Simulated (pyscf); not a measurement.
Structures and frequencies: ωB97X-D3(BJ)/def2-SVP in PySCF.

SMILES: N[SiH2]N[SiH](N)O
```xyz
15

N     -2.3480     0.2375     0.3481
Si    -1.2085     0.4594     1.6650
N      0.0465    -0.7108     1.4685
Si     0.8154    -1.1154    -0.0468
N      2.5172    -0.8988     0.0643
O      0.0911    -0.1259    -1.1670
H     -2.8914    -0.6226     0.3286
H     -2.9426     1.0261     0.1052
H     -1.7759     0.2623     3.0351
H     -0.7992     1.8888     1.5354
H      0.3946    -1.1672     2.3067
H      0.6335    -2.5566    -0.3837
H      3.1254    -1.4304    -0.5496
H      2.9000     0.0236     0.2469
H     -0.8517     0.0404    -0.9784
```
Charge 0, spin multiplicity 1.

Problem. How much does it cost (ΔH, 298 K, ωB97M-D3(BJ)/def2-TZVP) to split `[NH2][SiH2][NH][SiH]([NH2])[OH]` at its O–Si bond into H₂N–SiH•–NH–SiH₂–NH₂ + OH•?

Solution. O–Si to H₂N–SiH•–NH–SiH₂–NH₂ + OH•: 5.81 eV. The 7 functionals that were run give +5.56 (r²SCAN) to +5.84 eV (M06-2X). Other isomers of H₂N–SiH•–NH–SiH₂–NH₂ were not searched in full and may lie lower. Left out: the spin-orbit lowering of OH.
